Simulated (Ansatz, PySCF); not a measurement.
Species: propyne, C3H4 (charge 0, singlet). 
Coordinates optimised at B3LYP-D3(BJ)/def2-TZVP (Ansatz, a first-principles code):
SMILES: C#CC
```xyz
7

C     -0.0011    -0.0004     0.2181
C     -0.0068    -0.0029     1.4176
C      0.0060     0.0025    -1.2360
H     -0.0119    -0.0051     2.4795
H      0.0152     1.0232    -1.6237
H      0.8874    -0.5130    -1.6226
H     -0.8790    -0.5002    -1.6311
```
Charge 0, spin multiplicity 1.

Property: vertical ionisation energy (to the doublet state of charge +1; each state is the SCF solution reached for its spin; the molecule has degenerate orbitals, so one determinant may break the symmetry), in eV. Valence correlation only, unless marked. UHF or UKS for open shells. Spin-orbit coupling is left out. No relativistic terms. Basis-set limits of correlation are two-point, X^-3; Hartree-Fock from the larger set.

| level | program | vertical ionisation energy (eV) |
|---|---|---|
| HF/aug-cc-pVDZ | Ansatz | 9.03 |
| RI-HF/aug-cc-pVTZ | Ansatz | 8.99 |
| RI-HF/aug-cc-pVQZ | Ansatz | 8.99 |
| SVWN5/def2-TZVPD | Ansatz | 10.49 |
| PBE/def2-TZVPD | Ansatz | 10.24 |
| r2SCAN/def2-TZVPD | Ansatz | 10.16 |
| B3LYP/def2-TZVPD | Ansatz | 10.30 |
| PBE0/def2-TZVPD | Ansatz | 10.25 |
| BHLYP/def2-TZVPD | Ansatz | 10.10 |
| M06-2X/def2-TZVPD | PySCF | 10.42 |
| CAM-B3LYP/def2-TZVPD | Ansatz | 10.34 |
| wB97M-V/def2-TZVPD | Ansatz | 10.30 |
| wB97X-V/def2-TZVPD | Ansatz | 10.31 |
| B2PLYP/def2-TZVPD | Ansatz | 10.40 |
| MP2/aug-cc-pVDZ | Ansatz | 10.65 |
| RI-MP2/aug-cc-pVTZ | Ansatz | 10.76 |
| RI-MP2/CBS(aug-cc-pVTZ,aug-cc-pVQZ) | Ansatz | 10.85 |
| SCS-MP2/aug-cc-pVDZ | Ansatz | 10.56 |
| CCSD/aug-cc-pVDZ | Ansatz | 10.34 |
| CCSD(T)/aug-cc-pVDZ | Ansatz | 10.45 |

For comparison, minus the highest occupied orbital energy (PySCF): 6.60 eV at BP86/def2-TZVPD, 9.12 eV at CAM-B3LYP/def2-TZVPD, 7.03 eV at TPSSh/def2-TZVPD.
